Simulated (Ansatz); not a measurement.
## Two structures, one formula

Two isomers of C₂HS, doublet, relaxed at PBE0-D4/def2-TZVP (vibrations not checked).

A:

| atom | x (Å) | y (Å) | z (Å) |
| --- | --- | --- | --- |
| C1 | 0.7297 | 0.4282 | -0.1299 |
| C2 | -0.3789 | -0.2962 | 0.0236 |
| S3 | 0.9933 | -0.9542 | -1.0947 |
| H4 | 1.2894 | 1.3188 | 0.1061 |

B:

```csv
atom,x (Å),y (Å),z (Å)
C1,-0.3271,0.5916,-0.3248
C2,0.2092,-0.3789,0.2073
S3,0.9086,-1.6453,0.9015
H4,-0.7907,1.4326,-0.7840
```

Ansatz 0.2.0; basis: def2-TZVPP; cores frozen in the correlated methods; orbitals are unrestricted. B3LYP uses VWN-RPA correlation.

**Question.** Which structure is lower at CCSD(T), and by how much? (To be estimated.)

**Answer.** Computed: B, by 1.222 eV (electronic energy, against the other). By their contacts, A is C₂HS ([C]1[CH][S]1) and B is C₂HS ([CH][C][S]).

All methods give the same order:

| method | E(B) − E(A) (eV) |
| --- | --- |
| PBE-D4 | -1.250 |
| r2SCAN-D4 | -1.300 |
| PBE0-D4 | -1.224 |
| B3LYP-D4 | -1.394 |
| wB97M-V | -1.185 |
| HF | -1.521 |
| MP2 | -0.950 |
| CCSD | -1.292 |
| CCSD(T) | -1.222 |

No T1 diagnostic of these runs exceeds 0.035. ⟨S²⟩ of the unrestricted Hartree–Fock references: 0.77 to 0.93 (a pure state has 0.75). The unrestricted reference is spin-contaminated, which hurts MP2 most.

Labels in which every atom is bracketed show which atoms are joined, not bond orders.
